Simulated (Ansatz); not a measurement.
The same path of C₂H₈N₂O (13 atoms, charge 0, multiplicity 1) was run 3 times with different band settings. The coordinate that changes most is the dihedral N4–C3–O5–H13.

All numbers below come from RKS PBE/6-31G* (Ansatz 0.2.0).

Relaxed end points:

```xyz
13
Properties=species:S:1:pos:R:3
C -1.784 0.229 0.155
N -0.583 -0.587 -0.071
C 0.656 0.106 0.212
N 1.846 -0.731 0.123
O 0.822 1.194 -0.702
H -1.829 1.157 -0.450
H -2.679 -0.379 -0.057
H -1.822 0.516 1.221
H -0.554 -0.871 -1.060
H 0.584 0.474 1.259
H 1.738 -1.526 0.766
H 1.886 -1.129 -0.826
H 1.738 1.512 -0.554
```

```xyz
13
Properties=species:S:1:pos:R:3
C -1.732 0.237 0.112
N -0.508 -0.566 0.012
C 0.713 0.153 0.361
N 1.894 -0.701 0.265
O 0.925 1.368 -0.358
H -1.732 1.154 -0.512
H -2.599 -0.386 -0.163
H -1.864 0.551 1.162
H -0.409 -0.944 -0.941
H 0.603 0.483 1.410
H 1.661 -1.603 0.702
H 2.076 -0.910 -0.727
H 0.990 1.127 -1.308
```

Common settings: climbing image yes; spring 5.0 eV/Å²; start path IDPP; force threshold 0.05 eV/Å; end points relaxed.

| run | movable images | optimiser | iteration limit | largest step |
| --- | --- | --- | --- | --- |
| 1 | 9 | quadratic models (default) | 27 | default |
| 2 | 1 | quadratic models (default) | 60 | default |
| 3 | 9 | fire | 29 | 0.02 Å |

Question: What does each run give, and how far can it be trusted?

Answer: Run 1: converged after 6 iterations, highest image 0.183 eV above the first end. The top lies less than 8 meV above the higher end, about what the thresholds resolve: that end is a shoulder or a very shallow well. A vibrational analysis at the climbing image gives one clearly imaginary mode, 175i cm⁻¹: a first-order saddle point.
Run 2: converged after 6 iterations, highest image 0.183 eV above the first end. The top lies less than 8 meV above the higher end, about what the thresholds resolve: that end is a shoulder or a very shallow well. Another band between the same ends (9 images) ends at a top of the same energy, where a vibrational analysis finds 1 clearly imaginary mode. So few images can step over the top or miss a turn of the path.
Run 3: converged after 19 iterations, highest image 0.185 eV above the first end. The top lies less than 8 meV above the higher end, about what the thresholds resolve: that end is a shoulder or a very shallow well. Another band between the same ends (9 images) ends at a top of the same energy, where a vibrational analysis finds 1 clearly imaginary mode.
